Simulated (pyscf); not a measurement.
## Hydrogen abstraction: H₃C–SiH₂–CH₃ (SMILES C[SiH2]C) + CH₃• (SMILES [CH3]) → H₃C–SiH•–CH₃ (SMILES C[SiH]C) + CH₄ (SMILES C)

Gas phase, doublet surface, charge 0. Bonds broken: Si2–H7. Bonds formed: H7–C12. PySCF, gas phase, ωB97X-D3(BJ)/def2-SVP geometries.

Transition state (Å):

```xyz
15

C     -1.7622    -0.3924    -1.2199
Si    -1.0179     0.9467    -0.1202
C     -1.3592     0.5903     1.7000
H     -2.8539    -0.4578    -1.0799
H     -1.3300    -1.3777    -0.9809
H     -1.5682    -0.1862    -2.2845
H      0.5876     0.9939    -0.3569
H     -1.5949     2.2803    -0.4893
H     -0.9296     1.3726     2.3457
H     -0.9183    -0.3750     1.9975
H     -2.4429     0.5439     1.8978
C      2.1511     0.9515    -0.5570
H      2.5233     1.4120     0.3651
H      2.3568    -0.1198    -0.6618
H      2.2893     1.5465    -1.4666
```

One imaginary mode, 1078i cm⁻¹; descent along it reached the two sides named.

```
bond    change  reactant side (Å)  saddle  product side
------  ------  -----------------  ------  ------------
Si2–H7  breaks              1.496   1.623           3.1
H7–C12   forms                3.3   1.577         1.099
```

Electronic energies relative to the separated reactants (kJ/mol):

```tsv
level	barrier	reaction energy	reverse barrier
ωB97X-D3(BJ)/def2-TZVP	32.5	-60.0	92.5
PBE/def2-TZVP	10.6	-76.3	86.9
r²SCAN/def2-TZVP	27.4	-59.8	87.2
B3LYP-D3(BJ)/def2-TZVP	25.3	-61.7	86.9
PBE0-D3(BJ)/def2-TZVP	21.1	-68.1	89.3
M06-2X/def2-TZVP	36.0	-70.4	106.4
ωB97M-D3(BJ)/def2-TZVP	37.7	-57.4	95.1
HF/def2-TZVP	93.9	-30.5	124.3
```

With ωB97M-D3(BJ)/def2-TZVP energies and thermal terms (ideal gas, 1 atm, RRHO with modes under 100 cm⁻¹ raised to 100, one conformer, R ln 2 for rigid chiral ones), in kJ/mol:

```tsv
T (K)	ΔH‡	ΔG‡	ΔH	ΔG
298	36.2	70.8	-43.3	-43.9
600	38.0	105.3	-46.2	-43.4
900	40.9	138.4	-48.5	-41.5
1200	44.0	170.4	-50.2	-38.9
```

This is the saddle that the search found; another between the same sides may lie lower. The angle at the transferred H is 177°.
